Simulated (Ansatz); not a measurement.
# C₂H₃B (SMILES BC#C): functionals against CCSD(T) at one geometry

An exercise on one series of results from a longer session: the logs are not shown, and one member is left open.

The runs use Ansatz 0.2.0, Gaussian basis; single points in def2-TZVPP.

Cores are frozen in the correlated methods.

## The starting structure

SMILES `BC#C`, 6 atoms, charge 0, spin multiplicity 1.

Atoms are counted from 1 here; the program's logs count them from 0.

Bond lengths: B1–C2 1.500 Å, B1–H4 1.164 Å, B1–H5 1.161 Å, C2–C3 1.214 Å, C3–H6 1.041 Å. Angles: C2–B1–H4 120.1°, C2–B1–H5 118.4°, H4–B1–H5 121.4°, B1–C2–C3 176.6°, C2–C3–H6 176.2°.

Coordinates:

```mol
C2H3B
  3D, bonds by distance, orders not assigned

  6  5  0  0  0  0  0  0  0  0999 V2000
   -0.8358    0.6486   -0.3982 B   0  0
    0.2846   -0.1960    0.1316 C   0  0
    1.1578   -0.9371    0.5353 C   0  0
   -1.7233    0.1533   -0.9656 H   0  0
   -0.7733    1.7998   -0.2591 H   0  0
    1.9525   -1.5317    0.8502 H   0  0
  1  2  8  0
  1  4  8  0
  1  5  8  0
  2  3  8  0
  3  6  8  0
M  END
```

Set-up of the first run:

Contents of run/in.yaml:

```yaml
crystal:
  periodic: [false, false, false]
  atoms:
    - {symbol: B, position_ang: [-0.835800, 0.648600, -0.398200]}
    - {symbol: C, position_ang: [0.284600, -0.196000, 0.131600]}
    - {symbol: C, position_ang: [1.157800, -0.937100, 0.535300]}
    - {symbol: H, position_ang: [-1.723300, 0.153300, -0.965600]}
    - {symbol: H, position_ang: [-0.773300, 1.799800, -0.259100]}
    - {symbol: H, position_ang: [1.952500, -1.531700, 0.850200]}
basis:
  gaussian: {orbitals: def2-TZVPP}
correlation: {method: ccsd_t}
output: {forces: true}
```

No record of the launch command was kept for these runs.

Steps of the session up to this table: CCSD(T)/def2-TZVPP; PBE0-D4/def2-TZVPP; wB97M-V/def2-TZVPP; r2SCAN-D4/def2-TZVPP; PBE-D4/def2-TZVPP; B97M-V/def2-TZVPP; r2SCANh-D4/def2-TZVPP.

One table of the session follows, with a row left open; its other results are not shown here.

```
    method  RMS force component (eV/Å)  angle to CCSD(T) forces (°)  dipole (D)
   CCSD(T)                       0.370                    reference        0.84
   PBE0-D4                       0.557                         36.4        0.90
   wB97M-V                           ?                            ?           ?
 r2SCAN-D4                       0.484                         28.2        0.93
    PBE-D4                       0.523                         20.0        0.98
    B97M-V                       0.479                         38.2        1.05
r2SCANh-D4                       0.521                         37.1        0.91
```

Estimate the missing values for wB97M-V.

**Answer.** RMS force component (eV/Å): 0.586; angle to CCSD(T) forces (°): 48.2; dipole (D): 0.86. In the column «RMS force component (eV/Å)» it is the highest.
